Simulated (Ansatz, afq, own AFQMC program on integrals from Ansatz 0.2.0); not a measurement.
**Atomization energy of GeNH, singlet**

```yaml
atoms:
  - { symbol: Ge, position_ang: [0.0000, 0.0000, 1.4305] }
  - { symbol: N, position_ang: [0.0000, 0.0000, -0.2139] }
  - { symbol: H, position_ang: [0.0000, 0.0000, -1.2166] }
```

Connectivity, by distances: Ge–NH.

Atoms in their ground-state spins without spin–orbit coupling (mostly on UHF) minus the molecule (RHF), without zero-point energy. The geometry is a stationary point, not shown to be a minimum.

Basis cc-pVTZ. Noble-gas cores (and the filled d shells of Ga–Kr and In–Xe) are frozen. Ansatz 0.2.0 and our own AFQMC program on the same integrals; the CISD trial comes from CCSD amplitudes, and released means the phaseless constraint is let go. ± is one standard error of the sampling. No spin–orbit coupling. The errors of all members are added in quadrature.

No full CI on the walks' own integrals is used here. The released AFQMC energy serves as the reference, which it does only where one determinant dominates, the energy is flat over the last release times and near the phaseless one (40 meV or 2 meV an electron, half that with transition metals). On small molecules, where full CI could be run and the noise was under 10 meV, such values lay within 10 meV of it in 19 cases of 20, a flattering rate, since the rule was set on those same cases; what remains of the bias isn't in the error bar. Each member takes its own surest rung, up to full CI.

Errors are counted within cc-pVTZ, not against nature.

Cautions: inner d shell frozen; no relativity below Rb; no spin-orbit coupling; GeNH (singlet): raised T1 diagnostic (T1 0.025, weight of the determinant 0.86, largest double 0.08), the released value is read at 2.40 1/Eh (meV from the phaseless value at times in 1/Eh: -16 ± 6 at 0.24, -22 ± 4 at 0.51, -27 ± 4 at 0.99, -32 ± 4 at 1.62, -26 ± 5 at 2.40).

Reference (AFQMC with the constraint released): 840.2 ± 0.5 kJ/mol.

```csv
level,atomization energy (kJ/mol),error against released AFQMC (kJ/mol)
HF,435.8,-404.4 ± 0.5
MP2,871.0,30.8 ± 0.5
CCSD,800.3,-39.9 ± 0.5
CCSD(T),838.0,-2.2 ± 0.5
CCSDT,836.2,-4.0 ± 0.5
CCSDT(Q),841.2,1.0 ± 0.5
ph-AFQMC/HF,858.6 ± 2.7,18.4 ± 2.7
ph-AFQMC/CISD,838.3 ± 0.6,-1.9 ± 0.8
```

Correlation beyond CCSD(T) adds 2.2 ± 0.5 kJ/mol. The perturbative (T) step is worth +37.7 kJ/mol.

CCSDT and higher add their correlation energy to the determinant of the CCSD(T) run, since their own runs factorise the integrals more tightly (a shift of under 2 meV). A walk keeps the symmetry of its determinant, which the program's search chose and which needn't be the lowest solution, so a lower state of the same spin and another symmetry isn't excluded. Released energies are given only where the last usable release times agree within the noise; a slower fall can still hide under it.
